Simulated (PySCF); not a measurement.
# HClF−, a complex of two parts: interaction energy, part 1 of 2

Wanted: the interaction energy for `F` with `[Cl-]`.

Computed with PySCF 2.14.0; each step states its level. No surroundings beyond the atoms listed, unless a continuum is named. Atoms count from 0, parts from 1.

### Step 1. The system as given

3 atoms, charge -1, multiplicity 1; geometry: GFN2-xTB. Parts: 1 = atoms 0–1, `F`, charge 0; 2 = atom 2, `[Cl-]`, charge -1.

### Step 2. Relaxing the molecule at PBE0-D3(BJ)/def2-SVPD

What the job is given:

```
{"job": {"xc": "PBE0", "basis": "def2-SVPD", "d3": "d3bj", "grid": 2, "kind": "geom", "shake": 0.01}, "charge": -1, "multiplicity": 1, "parts": [{"atoms": "0-1", "charge": 0, "multiplicity": 1}, {"atoms": "2-2", "charge": -1, "multiplicity": 1}]}
F      0.424519    -0.134972    -0.004140
H     -0.534967     0.246308     0.013596
Cl    -2.199966     0.886169     0.049697
```

The run is started by

```console
OMP_NUM_THREADS=1 python cluster_run.py task.json out
```

The driver reads the jobs from task.json and runs them one after another.

Output:

```text
step   0  E = -560.30018327  max force = 0.020382
step   1  E = -560.30025064  max force = 0.031218
step   2  E = -560.30133196  max force = 0.003021
step   3  E = -560.30139887  max force = 0.001750
step   4  E = -560.30145695  max force = 0.002441
step   5  E = -560.30146699  max force = 0.001207
step   6  E = -560.30146945  max force = 0.000093
optimisation converged
```

Run time: 4.3 s. Hardware: 1 thread of Arm Neoverse V1, shared host; peak memory 0.28 GiB.

The steps of the relaxation:

```
step  energy from step 0 (eV)  largest force component (eV/Å)
   0                   0.0000                          1.0481
   1                  -0.0018                          1.6053
   2                  -0.0313                          0.1553
   3                  -0.0331                          0.0900
   4                  -0.0347                          0.1255
   5                  -0.0349                          0.0621
   6                  -0.0350                          0.0048
```

The bond:

```
 bond  before (Å)  after (Å)  change (Å)
F0–H1       1.033      0.980      -0.053
```

The next job starts from the end point, and lists it.

```
                         at the end point         value
  point group (found at 0.08 Å tolerance)         Cinfv
rotational constants (GHz, main isotopes)  4.970, 4.970
```

Contacts at the end point (a selection, picked against the atoms' radii; other short pairs can be missing):

```
   atoms  distance (Å)  kind (by distance and angle)  angle (°)
H1···Cl2          1.88                 hydrogen bond        180
```

Against the parts relaxed at this level the binding energy is -25.11 kcal/mol, without counterpoise.

### Step 3. Coupled-cluster interaction energy: CCSD(T) and MP2, 1.88 Å

What the job is given:

```
{"job": {"kind": "intercc", "basis": "aug-cc-pVDZ", "basis_large": "aug-cc-pVTZ"}, "charge": -1, "multiplicity": 1, "parts": [{"atoms": "0-1", "charge": 0, "multiplicity": 1}, {"atoms": "2-2", "charge": -1, "multiplicity": 1}]}
F      0.378606    -0.070896    -0.001547
H     -0.549238     0.242814     0.019129
Cl    -2.334210     0.842750     0.059199
```

Level: CCSD(T)/aug-cc-pVDZ and MP2/aug-cc-pVTZ counterpoise interaction energy, frozen core, gas phase.

Output:

```text
part 1, own basis, geometry of the cluster
final grid: 16976 points
cycle   1  E = -100.0238182267  dE = -2.203e-01  |g| = 4.118e-01  |ddm| = 1.900e+00
cycle   2  E = -100.0460744337  dE = -2.226e-02  |g| = 2.595e-01  |ddm| = 6.597e-01
cycle   3  E = -100.0543242450  dE = -8.250e-03  |g| = 2.462e-02  |ddm| = 2.348e-01
cycle   4  E = -100.0544824887  dE = -1.582e-04  |g| = 7.835e-03  |ddm| = 3.267e-02
cycle   5  E = -100.0545102055  dE = -2.772e-05  |g| = 1.898e-03  |ddm| = 1.572e-02
cycle   6  E = -100.0545125461  dE = -2.341e-06  |g| = 2.888e-04  |ddm| = 5.493e-03
cycle   7  E = -100.0545126000  dE = -5.393e-08  |g| = 2.287e-05  |ddm| = 9.213e-04
cycle   8  E = -100.0545126003  dE = -2.392e-10  |g| = 2.551e-06  |ddm| = 4.675e-05
converged SCF energy = -100.0545126003

part 2, own basis, geometry of the cluster
final grid: 11752 points
cycle   1  E = -459.5313811503  dE = -2.624e-01  |g| = 3.308e-01  |ddm| = 5.018e-01
cycle   2  E = -459.5679486961  dE = -3.657e-02  |g| = 1.745e-01  |ddm| = 9.729e-01
cycle   3  E = -459.5736707431  dE = -5.722e-03  |g| = 1.447e-02  |ddm| = 1.846e-01
cycle   4  E = -459.5737325466  dE = -6.180e-05  |g| = 2.898e-03  |ddm| = 3.265e-02
cycle   5  E = -459.5737369306  dE = -4.384e-06  |g| = 3.723e-04  |ddm| = 1.275e-02
cycle   6  E = -459.5737370341  dE = -1.035e-07  |g| = 1.955e-05  |ddm| = 2.526e-03
cycle   7  E = -459.5737370343  dE = -2.409e-10  |g| = 2.152e-06  |ddm| = 8.779e-05
converged SCF energy = -459.5737370343

part 1, own basis, relaxed alone
final grid: 16976 points
cycle   1  E = -100.0335187749  dE = -1.661e-01  |g| = 4.000e-01  |ddm| = 1.982e+00
cycle   2  E = -100.0541521625  dE = -2.063e-02  |g| = 2.352e-01  |ddm| = 6.587e-01
cycle   3  E = -100.0607876624  dE = -6.635e-03  |g| = 2.344e-02  |ddm| = 2.188e-01
cycle   4  E = -100.0609003375  dE = -1.127e-04  |g| = 6.204e-03  |ddm| = 2.903e-02
cycle   5  E = -100.0609157501  dE = -1.541e-05  |g| = 1.498e-03  |ddm| = 1.186e-02
cycle   6  E = -100.0609170676  dE = -1.318e-06  |g| = 2.369e-04  |ddm| = 4.197e-03
cycle   7  E = -100.0609171038  dE = -3.611e-08  |g| = 2.123e-05  |ddm| = 8.255e-04
cycle   8  E = -100.0609171040  dE = -2.210e-10  |g| = 2.366e-06  |ddm| = 4.897e-05
converged SCF energy = -100.0609171040

part 2, own basis, relaxed alone: E = -459.5737370343 (as before)

cluster
final grid: 3336 points
cycle   1  E = -559.6612945952  dE = -2.206e-02  |g| = 6.666e-02  |ddm| = 6.199e-01
cycle   2  E = -559.6635431476  dE = -2.249e-03  |g| = 2.447e-02  |ddm| = 1.365e-01
cycle   3  E = -559.6639442064  dE = -4.011e-04  |g| = 9.356e-03  |ddm| = 5.474e-02
cycle   4  E = -559.6640014368  dE = -5.723e-05  |g| = 2.034e-03  |ddm| = 2.505e-02
cycle   5  E = -559.6640042397  dE = -2.803e-06  |g| = 4.206e-04  |ddm| = 5.701e-03
cycle   6  E = -559.6640043303  dE = -9.052e-08  |g| = 1.612e-04  |ddm| = 1.276e-03
cycle   7  E = -559.6640043374  dE = -7.101e-09  |g| = 3.502e-05  |ddm| = 3.604e-04
cycle   8  E = -559.6640043379  dE = -4.945e-10  |g| = 5.685e-06  |ddm| = 1.233e-04
converged SCF energy = -559.6640043379

part 1 in the basis of the cluster
final grid: 3336 points
cycle   1  E = -100.0545676334  dE = -5.547e-05  |g| = 1.646e-03  |ddm| = 1.900e-01
cycle   2  E = -100.0545684629  dE = -8.295e-07  |g| = 2.225e-04  |ddm| = 2.129e-02
cycle   3  E = -100.0545684807  dE = -1.775e-08  |g| = 1.611e-05  |ddm| = 3.076e-03
cycle   4  E = -100.0545684807  dE = -7.410e-11  |g| = 6.941e-06  |ddm| = 9.982e-05
converged SCF energy = -100.0545684807

part 2 in the basis of the cluster
final grid: 3336 points
cycle   1  E = -459.5735542844  dE = -3.307e-05  |g| = 1.212e-03  |ddm| = 8.294e-02
cycle   2  E = -459.5735547377  dE = -4.534e-07  |g| = 2.326e-04  |ddm| = 7.057e-03
cycle   3  E = -459.5735547724  dE = -3.466e-08  |g| = 1.116e-04  |ddm| = 1.383e-03
cycle   4  E = -459.5735547763  dE = -3.842e-09  |g| = 1.716e-05  |ddm| = 4.082e-04
cycle   5  E = -459.5735547766  dE = -3.093e-10  |g| = 1.990e-06  |ddm| = 1.809e-04
converged SCF energy = -459.5735547766

Interaction energy (kcal/mol)
  counterpoise      -25.072
  uncorrected       -26.113
  dispersion part     0.000
  deformation         2.015
  binding           -23.057

Decomposition of the uncorrected value (kcal/mol)
  electrostatic     -30.848
  Pauli              23.821
  orbital           -15.545
  dispersion          0.000
  correlation        -3.541

Charge of each part in the cluster: -0.055 -0.945
part 1 in the basis of the cluster: E(HF) = -100.027244886  E2 = -0.226219849  E(CCSD corr) = -0.229584281  (T) = -0.004496921
part 2 in the basis of the cluster: E(HF) = -459.563767192  E2 = -0.160485783  E(CCSD corr) = -0.171966422  (T) = -0.004358910
cluster: E(HF) = -559.626349995  E2 = -0.388995424  E(CCSD corr) = -0.402604505  (T) = -0.009304175

Counterpoise interaction energy (kcal/mol)
  hf_small                 -22.175
  mp2_small                -23.612
  ccsd_small               -22.836
  ccsdt_small              -23.117
  hf_large                 -22.516
  mp2_large                -25.072
  scs_mp2_large            -23.917
  mp2_limit                -25.543
  ccsdt_less_mp2             0.494
  ccsdt_limit_estimate     -25.049
  bsse_mp2_large             1.041
```

It took 5.9 s on 1 thread of Arm Neoverse V1, shared host; peak memory 0.31 GiB.

Contacts at this geometry (a selection, picked against the atoms' radii; other short pairs can be missing):

```
   atoms  distance (Å)  kind (by distance and angle)  angle (°)
H1···Cl2          1.88                 hydrogen bond        180
```

Differences are taken before rounding.

```
                 method  interaction energy (kcal/mol)  from CCSD(T), limit estimate (kcal/mol)
         HF/aug-cc-pVDZ                         -22.17                                    +2.87
        MP2/aug-cc-pVDZ                         -23.61                                    +1.44
       CCSD/aug-cc-pVDZ                         -22.84                                    +2.21
    CCSD(T)/aug-cc-pVDZ                         -23.12                                    +1.93
         HF/aug-cc-pVTZ                         -22.52                                    +2.53
        MP2/aug-cc-pVTZ                         -25.07                                    -0.02
    SCS-MP2/aug-cc-pVTZ                         -23.92                                    +1.13
      MP2, extrapolated                         -25.54                                    -0.49
CCSD(T), limit estimate                         -25.05                                        0
```

These energies keep the parts at their geometry in the cluster; deforming them to it costs 2.02 kcal/mol (MP2).

### Step 4. Coupled-cluster interaction energy: CCSD(T) and MP2, 2.07 Å

Same as in step 3 but for these lines:

```diff
@@ -3,2 +3,2 @@
 H     -0.549238     0.242814     0.019129
-Cl    -2.334210     0.842750     0.059199
+Cl    -2.512707     0.902744     0.063206
```

Level: CCSD(T)/aug-cc-pVDZ and MP2/aug-cc-pVTZ counterpoise interaction energy, frozen core, gas phase.

Output:

```text
part 1, own basis, geometry of the cluster: E = -100.0545126003 (as before)

part 2, own basis, geometry of the cluster: E = -459.5737370343 (as before)

part 1, own basis, relaxed alone: E = -100.0609171040 (as before)

part 2, own basis, relaxed alone: E = -459.5737370343 (as before)

cluster
final grid: 3336 points
cycle   1  E = -559.6623193760  dE = -1.443e-02  |g| = 5.339e-02  |ddm| = 4.699e-01
cycle   2  E = -559.6638248446  dE = -1.505e-03  |g| = 2.012e-02  |ddm| = 1.099e-01
cycle   3  E = -559.6640933770  dE = -2.685e-04  |g| = 8.725e-03  |ddm| = 4.448e-02
cycle   4  E = -559.6641363747  dE = -4.300e-05  |g| = 2.623e-03  |ddm| = 2.082e-02
cycle   5  E = -559.6641390723  dE = -2.698e-06  |g| = 8.244e-04  |ddm| = 5.154e-03
cycle   6  E = -559.6641393713  dE = -2.991e-07  |g| = 1.173e-04  |ddm| = 2.050e-03
cycle   7  E = -559.6641393817  dE = -1.037e-08  |g| = 2.531e-05  |ddm| = 5.029e-04
cycle   8  E = -559.6641393821  dE = -3.845e-10  |g| = 4.358e-06  |ddm| = 9.814e-05
converged SCF energy = -559.6641393821

part 1 in the basis of the cluster
final grid: 3336 points
cycle   1  E = -100.0545636739  dE = -5.132e-05  |g| = 1.579e-03  |ddm| = 1.764e-01
cycle   2  E = -100.0545644179  dE = -7.441e-07  |g| = 2.108e-04  |ddm| = 1.987e-02
cycle   3  E = -100.0545644336  dE = -1.561e-08  |g| = 1.813e-05  |ddm| = 2.996e-03
cycle   4  E = -100.0545644336  dE = -6.985e-11  |g| = 9.444e-06  |ddm| = 1.201e-04
converged SCF energy = -100.0545644336

part 2 in the basis of the cluster
final grid: 3336 points
cycle   1  E = -459.5735580530  dE = -2.740e-05  |g| = 1.154e-03  |ddm| = 1.143e-01
cycle   2  E = -459.5735584867  dE = -4.338e-07  |g| = 2.283e-04  |ddm| = 1.198e-02
cycle   3  E = -459.5735585192  dE = -3.241e-08  |g| = 1.088e-04  |ddm| = 1.590e-03
cycle   4  E = -459.5735585228  dE = -3.637e-09  |g| = 1.612e-05  |ddm| = 3.571e-04
cycle   5  E = -459.5735585231  dE = -2.712e-10  |g| = 1.973e-06  |ddm| = 1.370e-04
converged SCF energy = -459.5735585231

Interaction energy (kcal/mol)
  counterpoise      -24.364
  uncorrected       -25.165
  dispersion part     0.000
  deformation         2.015
  binding           -22.349

Decomposition of the uncorrected value (kcal/mol)
  electrostatic     -25.984
  Pauli              13.528
  orbital           -10.195
  dispersion          0.000
  correlation        -2.514

Charge of each part in the cluster: -0.043 -0.957
part 1 in the basis of the cluster: E(HF) = -100.027235755  E2 = -0.226152273  E(CCSD corr) = -0.229517201  (T) = -0.004483591
part 2 in the basis of the cluster: E(HF) = -459.563736396  E2 = -0.160114978  E(CCSD corr) = -0.171569081  (T) = -0.004303372
cluster: E(HF) = -559.626541422  E2 = -0.387736731  E(CCSD corr) = -0.401687050  (T) = -0.009147955

Counterpoise interaction energy (kcal/mol)
  hf_small                 -22.320
  mp2_small                -23.242
  ccsd_small               -22.697
  ccsdt_small              -22.924
  hf_large                 -22.601
  mp2_large                -24.364
  scs_mp2_large            -23.496
  mp2_limit                -24.719
  ccsdt_less_mp2             0.319
  ccsdt_limit_estimate     -24.400
  bsse_mp2_large             0.800
```

Wall time 5.7 s (1 thread of Arm Neoverse V1, shared host); peak memory 0.31 GiB.

Contacts at this geometry (a selection, picked against the atoms' radii; other short pairs can be missing):

```
   atoms  distance (Å)  kind (by distance and angle)  angle (°)
H1···Cl2          2.07                 hydrogen bond        180
```

```
                 method  interaction energy (kcal/mol)  from CCSD(T), limit estimate (kcal/mol)
         HF/aug-cc-pVDZ                         -22.32                                    +2.08
        MP2/aug-cc-pVDZ                         -23.24                                    +1.16
       CCSD/aug-cc-pVDZ                         -22.70                                    +1.70
    CCSD(T)/aug-cc-pVDZ                         -22.92                                    +1.48
         HF/aug-cc-pVTZ                         -22.60                                    +1.80
        MP2/aug-cc-pVTZ                         -24.36                                    +0.04
    SCS-MP2/aug-cc-pVTZ                         -23.50                                    +0.90
      MP2, extrapolated                         -24.72                                    -0.32
CCSD(T), limit estimate                         -24.40                                        0
```

These energies keep the parts at their geometry in the cluster; deforming them to it costs 2.02 kcal/mol (MP2).

### Step 5. Coupled-cluster interaction energy: CCSD(T) and MP2, 1.79 Å

Same as in step 4 but for these lines:

```diff
@@ -3,2 +3,2 @@
 H     -0.549238     0.242814     0.019129
-Cl    -2.512707     0.902744     0.063206
+Cl    -2.244961     0.812753     0.057195
```

Level: CCSD(T)/aug-cc-pVDZ and MP2/aug-cc-pVTZ counterpoise interaction energy, frozen core, gas phase.

Output:

```text
part 1, own basis, geometry of the cluster: E = -100.0545126003 (as before)

part 2, own basis, geometry of the cluster: E = -459.5737370343 (as before)

part 1, own basis, relaxed alone: E = -100.0609171040 (as before)

part 2, own basis, relaxed alone: E = -459.5737370343 (as before)

cluster
final grid: 3336 points
cycle   1  E = -559.6589000417  dE = -2.754e-02  |g| = 7.555e-02  |ddm| = 7.219e-01
cycle   2  E = -559.6616758275  dE = -2.776e-03  |g| = 2.757e-02  |ddm| = 1.571e-01
cycle   3  E = -559.6621643891  dE = -4.886e-04  |g| = 1.098e-02  |ddm| = 6.043e-02
cycle   4  E = -559.6622378780  dE = -7.349e-05  |g| = 2.691e-03  |ddm| = 2.873e-02
cycle   5  E = -559.6622418476  dE = -3.970e-06  |g| = 1.062e-03  |ddm| = 6.129e-03
cycle   6  E = -559.6622421848  dE = -3.373e-07  |g| = 2.094e-04  |ddm| = 2.064e-03
cycle   7  E = -559.6622422057  dE = -2.084e-08  |g| = 3.449e-05  |ddm| = 7.273e-04
cycle   8  E = -559.6622422063  dE = -6.329e-10  |g| = 6.615e-06  |ddm| = 1.562e-04
converged SCF energy = -559.6622422063

part 1 in the basis of the cluster
final grid: 3336 points
cycle   1  E = -100.0545696515  dE = -5.753e-05  |g| = 1.678e-03  |ddm| = 1.980e-01
cycle   2  E = -100.0545705280  dE = -8.765e-07  |g| = 2.285e-04  |ddm| = 2.238e-02
cycle   3  E = -100.0545705470  dE = -1.900e-08  |g| = 1.566e-05  |ddm| = 3.212e-03
cycle   4  E = -100.0545705471  dE = -8.059e-11  |g| = 5.480e-06  |ddm| = 9.103e-05
converged SCF energy = -100.0545705471

part 2 in the basis of the cluster
final grid: 3336 points
cycle   1  E = -459.5735532233  dE = -3.665e-05  |g| = 1.274e-03  |ddm| = 7.150e-02
cycle   2  E = -459.5735537032  dE = -4.800e-07  |g| = 2.363e-04  |ddm| = 6.993e-03
cycle   3  E = -459.5735537394  dE = -3.615e-08  |g| = 1.134e-04  |ddm| = 1.889e-03
cycle   4  E = -459.5735537433  dE = -3.913e-09  |g| = 1.807e-05  |ddm| = 4.848e-04
cycle   5  E = -459.5735537437  dE = -3.485e-10  |g| = 2.047e-06  |ddm| = 2.128e-04
converged SCF energy = -459.5735537437

Interaction energy (kcal/mol)
  counterpoise      -24.463
  uncorrected       -25.661
  dispersion part     0.000
  deformation         2.015
  binding           -22.448

Decomposition of the uncorrected value (kcal/mol)
  electrostatic     -33.730
  Pauli              31.642
  orbital           -19.381
  dispersion          0.000
  correlation        -4.191

Charge of each part in the cluster: -0.063 -0.937
part 1 in the basis of the cluster: E(HF) = -100.027253519  E2 = -0.226261738  E(CCSD corr) = -0.229624687  (T) = -0.004503982
part 2 in the basis of the cluster: E(HF) = -459.563780690  E2 = -0.160767336  E(CCSD corr) = -0.172277965  (T) = -0.004399361
cluster: E(HF) = -559.624569506  E2 = -0.389831593  E(CCSD corr) = -0.403236809  (T) = -0.009397009

Counterpoise interaction energy (kcal/mol)
  hf_small                 -21.044
  mp2_small                -22.802
  ccsd_small               -21.881
  ccsdt_small              -22.191
  hf_large                 -21.409
  mp2_large                -24.463
  scs_mp2_large            -23.135
  mp2_limit                -25.008
  ccsdt_less_mp2             0.612
  ccsdt_limit_estimate     -24.396
  bsse_mp2_large             1.198
```

Run time: 5.8 s. Hardware: 1 thread of Arm Neoverse V1, shared host; peak memory 0.31 GiB.

Contacts at this geometry (a selection, picked against the atoms' radii; other short pairs can be missing):

```
   atoms  distance (Å)  kind (by distance and angle)  angle (°)
H1···Cl2          1.79                 hydrogen bond        180
```

Differences are taken before rounding.

```
                 method  interaction energy (kcal/mol)  from CCSD(T), limit estimate (kcal/mol)
         HF/aug-cc-pVDZ                         -21.04                                    +3.35
        MP2/aug-cc-pVDZ                         -22.80                                    +1.59
       CCSD/aug-cc-pVDZ                         -21.88                                    +2.52
    CCSD(T)/aug-cc-pVDZ                         -22.19                                    +2.21
         HF/aug-cc-pVTZ                         -21.41                                    +2.99
        MP2/aug-cc-pVTZ                         -24.46                                    -0.07
    SCS-MP2/aug-cc-pVTZ                         -23.13                                    +1.26
      MP2, extrapolated                         -25.01                                    -0.61
CCSD(T), limit estimate                         -24.40                                        0
```

These energies keep the parts at their geometry in the cluster; deforming them to it costs 2.02 kcal/mol (MP2).

(Continued in part 2 of 2.)
